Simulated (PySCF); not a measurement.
# C3H5FO: the cost of one run

Computed with PySCF 2.14.0, with density-fitted response routines of our own, on a single molecule in the gas phase. Atoms are numbered from 0 throughout.

## (1) Starting geometry

10 atoms, charge 0, multiplicity 1; geometry from: GFN2-xTB. The atoms were then displaced at random by about 0.01 Å, so the start is not that level's minimum.

Bonds of the start (Å): C0–C1 1.56, C1–F2 1.38, C1–C3 1.49, C3–O4 1.20, C0–H5 1.07, C0–H6 1.10, C0–H7 1.07, C1–H8 1.08, C3–H9 1.14.

## (2) Optimising the geometry at PBE0-D3(BJ)/def2-SVP

What the job is given:

```
{"job": {"xc": "PBE0", "basis": "def2-SVP", "d3": "d3bj", "grid": 1, "shake": 0.01, "kind": "geom"}, "charge": 0, "multiplicity": 1}
C      1.178310     0.150910     0.050760
C     -0.332320     0.464860    -0.143960
F     -0.768490     1.386590     0.787130
C     -1.127650    -0.783370    -0.005550
O     -1.049320    -1.758730    -0.707410
H      1.329770    -0.208640     1.044170
H      1.745350     1.086010    -0.082270
H      1.485730    -0.556610    -0.690840
H     -0.513480     0.929340    -1.105910
H     -1.897460    -0.731300     0.832830
```

Run with:

```console
$ OMP_NUM_THREADS=1 python probes_run.py task.json out
```

One launch serves the whole session: the jobs run in the order shown.

Q: Estimate the wall time and peak memory of this first job on 1 thread of Arm Neoverse V1, shared host.

About 19 s, with a peak of 0.38 GiB.
